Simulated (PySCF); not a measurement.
## Mg₂⁺: energy against distance

Set-up: basis Mg aug-cc-pVDZ; no relativity; PySCF 2.14. Energies in eV from Mg⁺ + Mg in their ground configurations at the same level. State: ²Σu⁺ (doublet), unpaired electrons σ ↑.

All columns are B3LYP.

```json
{"R (Å)": "2.625", "E (eV)": "-1.156", "HOMO (eV)": "-9.65", "LUMO (eV)": "-7.82", "Mayer bond order": "0.80", "⟨S²⟩": "0.76"}
{"R (Å)": "2.747", "E (eV)": "-1.290", "HOMO (eV)": "-9.69", "LUMO (eV)": "-7.88", "Mayer bond order": "0.68", "⟨S²⟩": "0.77"}
{"R (Å)": "2.869", "E (eV)": "-1.366", "HOMO (eV)": "-9.73", "LUMO (eV)": "-7.95", "Mayer bond order": "0.58", "⟨S²⟩": "0.77"}
{"R (Å)": "2.960", "E (eV)": "-1.394", "HOMO (eV)": "-9.76", "LUMO (eV)": "-7.99", "Mayer bond order": "0.52", "⟨S²⟩": "0.77"}
{"R (Å)": "3.052", "E (eV)": "-1.405", "HOMO (eV)": "-9.80", "LUMO (eV)": "-8.04", "Mayer bond order": "0.48", "⟨S²⟩": "0.77"}
{"R (Å)": "3.144", "E (eV)": "-1.402", "HOMO (eV)": "-9.83", "LUMO (eV)": "-8.08", "Mayer bond order": "0.44", "⟨S²⟩": "0.77"}
{"R (Å)": "3.266", "E (eV)": "-1.381", "HOMO (eV)": "-9.86", "LUMO (eV)": "-8.14", "Mayer bond order": "0.42", "⟨S²⟩": "0.77"}
{"R (Å)": "3.418", "E (eV)": "-1.339", "HOMO (eV)": "-9.91", "LUMO (eV)": "-8.21", "Mayer bond order": "0.41", "⟨S²⟩": "0.77"}
{"R (Å)": "3.601", "E (eV)": "-1.274", "HOMO (eV)": "-9.96", "LUMO (eV)": "-8.29", "Mayer bond order": "0.42", "⟨S²⟩": "0.77"}
{"R (Å)": "3.845", "E (eV)": "-1.182", "HOMO (eV)": "-10.01", "LUMO (eV)": "-8.39", "Mayer bond order": "0.46", "⟨S²⟩": "0.77"}
```

The state was picked by a PBE0 search and need not be the measured ground state.
